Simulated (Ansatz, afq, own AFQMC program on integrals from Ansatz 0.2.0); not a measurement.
**Atomization energy of CH4Ge, singlet, worked out**

```
atom    x (Å)    y (Å)    z (Å)
  Ge   0.0000  -0.0285   0.3488
   C   0.0000   0.0248  -1.6402
   H   0.0000   1.5666   0.4808
   H   0.0000  -0.9687  -2.0883
   H   0.8762   0.5814  -1.9908
   H  -0.8762   0.5814  -1.9908
```

Connectivity, by distances: GeH–CH3.

Basis cc-pVTZ. Only valence electrons are correlated. AFQMC by an in-house program on the Cholesky factors that Ansatz 0.2.0 writes for its CCSD(T) run. ph-AFQMC/CISD is guided by a CISD state made of CCSD amplitudes; releasing the constraint for a short imaginary time cuts its bias at the price of noise, slowly where states lie close. ± is one standard error of the sampling. No spin–orbit coupling.

Total energies in eV. CBS is CCSD(T) at the limit of def2-TZVPP/QZVPP (extrapolated itself); the highest rung of each member is named.

Cautions: inner d shell frozen; no relativity below Rb; no spin-orbit coupling; CH₄Ge (singlet): an unrestricted solution with more broken spin lies lower, while this determinant keeps restricted orbitals, the ph-AFQMC/HF walk drifts between its halves (2.2 errors), the released value is read at 2.40 1/Eh (meV from the phaseless value at times in 1/Eh: -5 ± 6 at 0.24, -10 ± 4 at 0.51, -21 ± 4 at 0.99, -10 ± 5 at 1.62, -9 ± 8 at 2.40).

```
        member  count  CCSD(T)/cc-pVTZ  highest rung in cc-pVTZ           which  CCSD(T)/CBS
  Ge (triplet)     +1      -56475.2712              -56475.2863             FCI  -56475.5964
   C (triplet)     +1       -1028.0669               -1028.0806             FCI   -1028.3149
   H (doublet)     +4         -13.6005                 -13.6005             FCI     -13.6059
CH₄Ge, singlet     -1      -57576.5326     -57576.5703 ± 0.0076  released AFQMC  -57577.5585
```

Q: Work out the best estimate of the atomization energy: the CCSD(T)/CBS difference plus the step from CCSD(T) to the highest rung.

A: Sums with the counts: CCSD(T)/CBS 19.2236 eV, highest rung 18.8014 eV, CCSD(T)/cc-pVTZ 18.7925 eV. The step is 18.8014 − 18.7925 = 0.0089 eV, so the best estimate is 19.2236 + (0.0089) = 19.2325 eV = 1855.7 kJ/mol, with sampling noise 0.008 eV. The step is under twice that noise, so its sign is open. The basis set is worth 0.431 eV of it. Zero-point, core-correlation and spin–orbit terms aren't in it. Past Ne the Hartree–Fock part of each CBS total tends to overshoot, since the cores don't follow the formula; that largely cancels in the difference.

Best estimates are given only where the step beyond CCSD(T) is under 0.3 eV and no member's determinant is very poor (T1 over 0.05, or 0.07 for open shells, ⟨S²⟩ too high by 0.3, two states mixed), so the hardest cases are missing from such tables.

Each member of a difference takes its own highest rung, so a best estimate needn't equal the limit plus the step of one row. A walk keeps the symmetry of its determinant, which the program's search chose and which needn't be the lowest solution, so a lower state of the same spin and another symmetry isn't excluded. Released energies are given only where the last usable release times agree within the noise; a slower fall can still hide under it.
